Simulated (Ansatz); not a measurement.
A trace of molecular dynamics of CS2 + HCN (or HNC) (6 atoms, charge 0, multiplicity 1).

Method: RKS PBE/def2-SVP in Ansatz.

| Item | Value |
| --- | --- |
| ensemble | NVT, Langevin thermostat |
| set temperature | 700 K |
| friction | 0.001 /fs |
| seed | 791287 |

| time (fs) | T (K) | potential energy less start (eV) |
| --- | --- | --- |
| 0.0 | 583 | 0.000 |
| 8.0 | 5063 | 4.995 |
| 16.0 | 314279 | 12.191 |
| 24.0 | 311722 | 8.969 |
| 32.0 | 551153 | 21.073 |
| 40.0 | 541671 | 19.297 |
| 48.0 | 525439 | 21.616 |
| 56.0 | 516382 | 20.750 |
| 64.0 | 507633 | 21.559 |
| 72.0 | 499056 | 21.724 |
| 80.0 | 492420 | 21.908 |
| 88.0 | 485390 | 21.485 |
| 96.0 | 480019 | 20.599 |
| 104.0 | 470226 | 22.005 |
| 112.0 | 464681 | 21.815 |
| 120.0 | 460969 | 21.016 |
| 128.0 | 451399 | 21.849 |
| 136.0 | 445642 | 21.292 |
| 144.0 | 439013 | 21.521 |
| 152.0 | 432049 | 21.408 |
| 160.0 | 425784 | 20.547 |

Q: Can this run be trusted? Judge the integration.

A: The temperature shot up to 550000 K, far beyond the bath's, so the integration failed: the time step of 4 fs is too long for the fastest motions that this run met, and the later frames carry no physical meaning.

Run time: 3.1 min on 1 thread of Intel(R) Xeon(R) Platinum 8259CL CPU @ 2.50GHz (Skylake/Cascade Lake) (shared host), peak memory 0.18 GiB.
